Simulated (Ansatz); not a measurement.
Mulliken charges of `N[B]S` radical from r2SCAN/def2-TZVPP in Ansatz (PBE0-D4/def2-TZVP geometry).

| atom | x (Å) | y (Å) | z (Å) | charge (e) |
| --- | --- | --- | --- | --- |
| N1 | -0.304 | -0.380 | -0.853 | -0.297 |
| B2 | 0.652 | -0.566 | 0.125 | 0.036 |
| S3 | 0.994 | 0.309 | 1.637 | -0.156 |
| H4 | -1.001 | 0.351 | -0.830 | 0.159 |
| H5 | -0.369 | -0.971 | -1.664 | 0.198 |
| H6 | 0.027 | 1.257 | 1.585 | 0.060 |

**Question.** By hand: the dipole of these point charges (1 e Å = 4.8032 D).

**Answer.** Σ q r = (-0.272, -0.017, -0.364) e Å, of length 0.455 e Å = 2.19 D.

**Question.** How does the dipole of the full density compare? (An estimate is asked.)

**Answer.** The calculation gave: (-0.450, 0.160, -0.370) e Å, 2.90 D; the point charges give 0.76 times that, at 22° from its direction.

Point charges leave out the atoms' own dipoles, such as those of lone pairs, and Mulliken's split depends on the basis, so the two needn't agree.
